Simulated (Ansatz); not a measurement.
Reaction (SMILES): FSF + 2 [H][H] (H2) → 2 F (HF) + S (H2S)
B3LYP-D3(BJ)/def2-TZVP geometries, fixed; electronic energies without zero-point terms.
Largest species:
```xyz
3

F     -1.2130    -0.5047     0.0161
S     -0.0057     0.5532     0.0075
F      1.2232    -0.4788    -0.0294
```

Basis-set convergence of the energy of full hydrogenation at CCSD(T) with Ansatz (a program for electronic structure). Cartesian d functions, on some or all atoms, in 6-31G*, 6-31+G*, 6-311G**, 6-311+G**; all else is spherical. Cores are frozen. No added dispersion term, no relativity. Functions are those of the species that has most. Reference: Hartree-Fock in aug-cc-pV(Q+d)Z plus the correlation part extrapolated as X^-3 from aug-cc-pV(T+d)Z and aug-cc-pV(Q+d)Z, -72.03 kcal/mol, itself unsure by roughly 0.39 kcal/mol (a third of the extrapolation step and of the last Hartree-Fock step). Deviations are taken from unrounded values.

| basis | functions | energy of full hydrogenation (kcal/mol) |
|---|---|---|
| def2-SVP | 46 | -78.98 |
| def2-SVPD | 73 | -86.76 |
| pcseg-1 | 46 | -80.44 |
| aug-pcseg-1 | 73 | -81.83 |
| 6-31G* | 49 | -50.12 |
| 6-31+G* | 61 | -57.96 |
| cc-pV(D+d)Z | 51 | -79.73 |
| aug-cc-pV(D+d)Z | 78 | -79.17 |
| 6-311G** | 63 | -85.63 |
| 6-311+G** | 75 | -88.62 |
| pcseg-2 | 94 | -71.98 |
| aug-pcseg-2 | 142 | -70.82 |
| cc-pV(T+d)Z | 99 | -72.66 |
| aug-cc-pV(T+d)Z | 147 | -72.74 |
| def2-TZVP | 99 | -67.54 |
| def2-TZVPD | 126 | -69.38 |
| def2-TZVPP | 104 | -73.98 |
| def2-TZVPPD | 131 | -74.20 |
| cc-pV(Q+d)Z | 174 | -72.01 |
| aug-cc-pV(Q+d)Z | 249 | -71.89 |
| def2-QZVPP | 184 | -72.82 |
| def2-QZVPPD | 211 | -73.07 |
| pcseg-3 | 184 | -71.66 |
| aug-pcseg-3 | 259 | -71.30 |

What the diffuse functions change, pair by pair:
- def2-SVP to def2-SVPD: 27 more functions, deviation -6.95 to -14.73 kcal/mol
- pcseg-1 to aug-pcseg-1: 27 more functions, deviation -8.41 to -9.80 kcal/mol
- 6-31G* to 6-31+G*: 12 more functions, deviation 21.91 to 14.07 kcal/mol
- cc-pV(D+d)Z to aug-cc-pV(D+d)Z: 27 more functions, deviation -7.70 to -7.14 kcal/mol
- 6-311G** to 6-311+G**: 12 more functions, deviation -13.60 to -16.60 kcal/mol
- pcseg-2 to aug-pcseg-2: 48 more functions, deviation 0.04 to 1.21 kcal/mol
- cc-pV(T+d)Z to aug-cc-pV(T+d)Z: 48 more functions, deviation -0.63 to -0.71 kcal/mol
- def2-TZVP to def2-TZVPD: 27 more functions, deviation 4.49 to 2.65 kcal/mol
- def2-TZVPP to def2-TZVPPD: 27 more functions, deviation -1.95 to -2.17 kcal/mol
- cc-pV(Q+d)Z to aug-cc-pV(Q+d)Z: 75 more functions, deviation 0.02 to 0.14 kcal/mol
- def2-QZVPP to def2-QZVPPD: 27 more functions, deviation -0.79 to -1.04 kcal/mol
- pcseg-3 to aug-pcseg-3: 75 more functions, deviation 0.37 to 0.73 kcal/mol

Leaving out the reference's own pair, they bring the value nearer the reference by more than 0.39 kcal/mol in 3 of 11 pairs.
